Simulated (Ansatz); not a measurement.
A nudged elastic band was laid between two geometries of C2H6B (9 atoms, charge 0, multiplicity 2).

Theory: UKS PBE0/def2-SVP in Ansatz.

- movable images: 1
- climbing image: yes
- spring: 5.0 eV/Å²
- optimiser: quadratic models (default)
- start path: IDPP
- force threshold: 0.05 eV/Å
- iteration limit: 60
- end points: relaxed

Initial state:

```xyz
9
Properties=species:S:1:pos:R:3
B -1.426 0.526 -0.620
C 0.073 0.339 -0.299
C 0.509 -0.735 0.691
H -1.911 1.324 -1.389
H 0.575 0.211 -1.282
H 0.416 1.347 0.023
H 1.601 -0.746 0.833
H 0.206 -1.736 0.349
H 0.045 -0.577 1.677
```

Final state:

```xyz
9
Properties=species:S:1:pos:R:3
B -1.161 0.922 -0.836
C 0.231 0.575 -0.269
C 0.378 -0.659 0.622
H -2.106 0.192 -1.039
H 0.768 0.416 -1.236
H 0.739 1.455 0.162
H 1.434 -0.876 0.849
H -0.053 -1.553 0.146
H -0.141 -0.518 1.583
```

Problem. Which bonds break or form, and what moves?

Solution. No bond is made or broken. The dihedral H4–B1–C2–C3 goes from -179 to -25°.

Problem. Give the energies along the band, and the barrier.

Solution. It converged. The highest image is number 1 of 0 to 2, 8.9 kJ/mol above the first end and 6.8 kJ/mol above the last; the last end lies 2.1 kJ/mol above the first. Another band between the same ends (5 images) ends at a top of the same energy, where a vibrational analysis finds 1 clearly imaginary mode. So few images can step over the top or miss a turn of the path.

```tsv
image	path coordinate (Å)	energy (kJ/mol)	dihedral H4–B1–C2–C3 (°)
0	0.00	0.0	-179
1	0.98	8.9	-107
2	1.70	2.1	-25
```

Problem. What is the geometry of the highest image?

Solution. 
```xyz
9
Properties=species:S:1:pos:R:3:forces:R:3
B -1.307 0.811 -0.467 -0.01 0.00 0.00
C 0.207 0.520 -0.288 0.01 0.00 0.01
C 0.411 -0.699 0.629 0.00 0.00 0.00
H -2.033 0.632 -1.419 0.00 0.00 0.00
H 0.717 0.348 -1.254 0.00 0.00 0.00
H 0.690 1.396 0.181 0.00 -0.01 0.00
H 1.483 -0.900 0.779 0.00 0.00 0.00
H -0.035 -1.612 0.203 0.00 0.00 0.00
H -0.043 -0.541 1.620 0.00 0.00 0.00
```

The run took 31 s on 1 thread of Arm Neoverse V1, on a shared host, peak memory 0.16 GiB.
